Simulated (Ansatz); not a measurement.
in.yaml

```yaml
crystal:
  periodic: [false, false, false]
  atoms:
    - {symbol: Si, position_ang: [0.000633, 0.040705, -0.040964]}
    - {symbol: H, position_ang: [-0.010533, 1.131563, 1.042815]}
    - {symbol: H, position_ang: [-0.036367, -2.340162, 2.355072]}
    - {symbol: H, position_ang: [0.017476, 1.124535, -1.131700]}
    - {symbol: H, position_ang: [0.011799, -1.050153, -1.124744]}
basis:
  gaussian: {orbitals: 6-31G}
total_charge: 1
magnetization: {spin_polarized: false, initial_magnetization: 1}
correlation: {method: fic_mrcisd_q, electrons: outside_noble_gas, active_space: {window: {electrons: 3, orbitals: 3}}}
```

```sh
$ ansatz run in.yaml --threads 1 --pin off --events-out ev --progress --plain --max-ram 2393MiB
```

The program prints:

```
268 factors; integrals over basis functions are off by at most 2.4e-4 eV
mean field evaluation 1: about -7909.9881 eV, gradient 8.5e0 eV
mean field evaluation 2: about -7909.9885 eV, gradient 8.5e0 eV
mean field evaluation 4: about -7910.9932 eV, gradient 7.8e-1 eV
mean field evaluation 8: about -7911.0072 eV, gradient 3.3e-4 eV
mean field -7911.00724661 eV, -290.7241540396 hartree, gradient 3.9e-7 eV, S^2 0.750000; 0 other end points of the search recorded, 0 dependent functions left out
reference -7911.00724661 eV, -290.7241540396 hartree; 9, 8 occupied and 12, 13 virtual orbitals, 268 factors
state -7911.57733246 eV, -290.7451043082 hartree
contracted CI cycle   1: correlation 0.00000000 eV, 0.0000000000 hartree, residual 7.59e0 eV
contracted CI cycle   2: correlation -1.35531776 eV, -0.0498070090 hartree, residual 1.84e0 eV
contracted CI cycle   3: correlation -1.44887961 eV, -0.0532453435 hartree, residual 8.18e-1 eV
contracted CI cycle   4: correlation -1.46373384 eV, -0.0537912265 hartree, residual 3.34e-1 eV
contracted CI cycle   5: correlation -1.46689608 eV, -0.0539074367 hartree, residual 1.48e-1 eV
contracted CI cycle   6: correlation -1.46749267 eV, -0.0539293611 hartree, residual 5.48e-2 eV
contracted CI cycle   7: correlation -1.46756168 eV, -0.0539318969 hartree, residual 2.16e-2 eV
contracted CI cycle   8: correlation -1.46757224 eV, -0.0539322850 hartree, residual 8.56e-3 eV
contracted CI cycle   9: correlation -1.46757414 eV, -0.0539323549 hartree, residual 3.62e-3 eV
contracted CI cycle  10: correlation -1.46757451 eV, -0.0539323684 hartree, residual 1.56e-3 eV
contracted CI cycle  11: correlation -1.46757457 eV, -0.0539323705 hartree, residual 6.12e-4 eV
state -7911.57733246 eV, -290.7451043082 hartree; corrected -7913.11498309 eV, -290.8016119267 hartree
Total energy: -7913.11498309 eV, -290.8016119267 hartree
```

Natural occupations: 1.9565 1.0000 0.0435.

For the same geometry and basis full CI lies 19.9 meV higher.

Ran on 1 thread of Intel Xeon 6975P-C, shared host: 0.3 s wall, 0.14 GiB peak host memory.
